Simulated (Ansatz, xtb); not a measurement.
## A geometry optimisation of H3NOS with r2SCAN-D4/def2-SVP

The starting geometry of this gas-phase singlet has its atoms placed at random.

```yaml
atoms:
  - { symbol: N, position_ang: [-0.5267, -0.0096, 0.0734] }
  - { symbol: O, position_ang: [-1.2381, 0.7693, -0.4874] }
  - { symbol: S, position_ang: [0.1935, 1.7097, -0.3011] }
  - { symbol: H, position_ang: [-1.3832, -0.5568, 0.6170] }
  - { symbol: H, position_ang: [-0.1043, 0.7549, 0.5317] }
  - { symbol: H, position_ang: [1.0048, 0.4224, 0.7231] }
```

Task: Guess where an optimisation with r2SCAN-D4/def2-SVP ends from this start.

Result: It ends as `NOS`. Distances that change by over a tenth: N1–O2 (1.19 → 1.45 Å), N1–H4 (1.15 → 1.02 Å). Contacts that open: N1–S3 (1.90 → 2.61 Å), S3–H5 (1.30 → 3.17 Å). Contacts that close: S3–H6 (1.83 → 1.36 Å).

The energy falls by 11.16 eV over 20 steps:

```json
{"step": "1", "E − E(last) (eV)": "11.164"}
{"step": "3", "E − E(last) (eV)": "2.984"}
{"step": "5", "E − E(last) (eV)": "0.743"}
{"step": "7", "E − E(last) (eV)": "0.255"}
{"step": "9", "E − E(last) (eV)": "0.125"}
{"step": "12", "E − E(last) (eV)": "0.028"}
{"step": "14", "E − E(last) (eV)": "0.012"}
{"step": "16", "E − E(last) (eV)": "0.001"}
{"step": "18", "E − E(last) (eV)": "0.000"}
{"step": "20", "E − E(last) (eV)": "0.000"}
```

Final geometry (Å):

```
atom    x (Å)    y (Å)    z (Å)
   N  -0.7841  -0.0928   0.7557
   O  -0.7382   0.9912  -0.1994
   S   0.7183   1.8405  -0.1345
   H  -1.2128  -0.8399   0.2001
   H  -1.5145   0.2027   1.4127
   H   1.4773   0.9882  -0.8779
```

From the same start GFN2-xTB reaches the same bonding as this run.

From so rough a start the end depends on the optimiser's path, so another program may land elsewhere. The end wasn't checked by frequencies. Run with Ansatz 0.2.0, 33 s on 1 thread of Arm Neoverse V2, on a shared host.
